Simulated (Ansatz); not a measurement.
Abridged output of a molecular run in Ansatz:

```
Functional definition: HF
1119 factors; integrals over basis functions are off by at most 1.1e-3 eV
mean field evaluation 1: about -19804.0717 eV, gradient 2.1e1 eV
mean field evaluation 2: about -19804.2614 eV, gradient 2.1e1 eV
mean field evaluation 4: about -19805.9634 eV, gradient 3.4e0 eV
mean field evaluation 8: about -19806.0015 eV, gradient 1.6e-1 eV
mean field -19806.00164064 eV, -727.8571353036 hartree, gradient 1.7e-6 eV, S^2 0.000000; 0 other end points of the search recorded, 0 dependent functions left out
11 core orbitals not correlated: weight in the atoms' cores, before any rotation towards them, 1.000 or more for the frozen orbitals, at most 0.000 for the correlated occupied ones
reference -19806.00164064 eV, -727.8571353036 hartree; 10, 10 occupied and 178, 178 virtual orbitals, 1119 factors
second order -13.26661975 eV of doubles, -0.00000000 eV of singles
cycle   1  -14.19945820 eV  change   -9.3e-1 eV  update   8.2e-2
cycle   2  -14.62908031 eV  change   -4.3e-1 eV  update   2.5e-2
cycle   3  -14.67438138 eV  change   -4.5e-2 eV  update   8.6e-3
cycle   4  -14.67126054 eV  change    3.1e-3 eV  update   2.4e-3
cycle   5  -14.67070921 eV  change    5.5e-4 eV  update   7.5e-4
cycle   6  -14.67053856 eV  change    1.7e-4 eV  update   2.4e-4
cycle   7  -14.67051905 eV  change    2.0e-5 eV  update   8.2e-5
cycle   8  -14.67053542 eV  change   -1.6e-5 eV  update   3.1e-5
cycle   9  -14.67053442 eV  change    1.0e-6 eV  update   1.2e-5
perturbative correction -0.58125241 eV, -0.0213606322 hartree
Total energy: -19821.25342748 eV, -728.4176281318 hartree
```

Its atoms:

```xyz
9

Si    0.138    0.122   -1.064
C    -0.334    0.443    0.725
S     0.564   -0.656    1.853
H     1.582    0.398   -1.261
H    -0.662    0.981   -1.981
H    -0.138   -1.304   -1.384
H    -0.030    1.455    1.003
H    -1.411    0.371    0.889
H     0.292   -1.809    1.221
```

Problem. Which basis set was used?
A. def2-QZVPP
B. cc-pV(Q+d)Z
C. cc-pV(D+d)Z
D. def2-TZVPP

Solution. D. It gives 199 functions.

Problem. Write the keys of the input that set method, charge and spin (a neutral closed shell needs none for the last two).

Solution. 
```yaml
correlation: {method: ccsd_t}
```
